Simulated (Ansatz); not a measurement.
Geometry optimisation, Ansatz 0.2.0, RHF/def2-SVP.

Input file:

```yaml
crystal:
  periodic: [false, false, false]
  atoms:
    - { symbol: B, position_ang: [0.0, 0.0, 0.0] }
    - { symbol: H, position_ang: [0.0, 0.0, 1.54] }
    - { symbol: F, position_ang: [1.1431, 0.0, -0.66] }
    - { symbol: H, position_ang: [-1.0305, 0.0, -0.595] }
    - { symbol: Cl, position_ang: [0.0968, 2.0475, 0.6811] }
    - { symbol: H, position_ang: [0.0414, 0.8758, 1.6586] }
basis:
  gaussian: { orbitals: def2-SVP }
hamiltonian:
  xc: hf
relax:
  f_tol: 0.15
  max_steps: 25
  restrain:
    - { distance: [0, 4], at: 1.86, k: 30.0 }
    - { distance: [5, 1], at: 0.66, k: 30.0 }
    - { distance: [0, 1], at: 2.39, k: 30.0 }
    - { distance: [5, 4], at: 2.57, k: 30.0 }
```

Command:

```bash
$ ansatz run input.yaml --threads 1 --pin off --max-ram 2048MiB --backend cpu --events-out ev --progress --plain --runs-dir out
```

**Question.** Where does it end, and by what steps?

**Answer.** It converged. The restraints hold the end off the free minimum; the threshold counts their pulls, which the force column leaves out. Restrained pairs: B1–Cl5 (2.16 → 1.82 Å), H2–H6 (0.88 → 0.71 Å), B1–H2 (1.54 → 2.40 Å), Cl5–H6 (1.53 → 2.58 Å). After 7 steps the energy has fallen by 3.388 eV (the restraints' own energy left out); B1 moved furthest, 0.62 Å.

```json
{"step": "0", "energy less start (eV)": "0.0000", "largest force component (eV/Å)": "3.856", "accepted": "yes"}
{"step": "1", "energy less start (eV)": "-0.9729", "largest force component (eV/Å)": "5.575", "accepted": "yes"}
{"step": "2", "energy less start (eV)": "-2.2119", "largest force component (eV/Å)": "4.841", "accepted": "yes"}
{"step": "3", "energy less start (eV)": "-3.1876", "largest force component (eV/Å)": "2.591", "accepted": "yes"}
{"step": "4", "energy less start (eV)": "-3.2408", "largest force component (eV/Å)": "2.362", "accepted": "yes"}
{"step": "5", "energy less start (eV)": "-3.3183", "largest force component (eV/Å)": "1.643", "accepted": "no"}
{"step": "6", "energy less start (eV)": "-3.3536", "largest force component (eV/Å)": "1.601", "accepted": "yes"}
{"step": "7", "energy less start (eV)": "-3.3876", "largest force component (eV/Å)": "1.583", "accepted": "yes"}
```

```xyz
6
Properties=species:S:1:pos:R:3
B 0.022 0.520 -0.340
H 0.039 -0.238 1.935
F 1.147 -0.088 -0.554
H -1.025 -0.021 -0.501
Cl 0.064 2.280 0.122
H 0.004 0.471 1.963
```

The run took 6.5 s on 1 thread of Arm Neoverse V2, with other jobs on the host, peak memory 0.11 GiB.
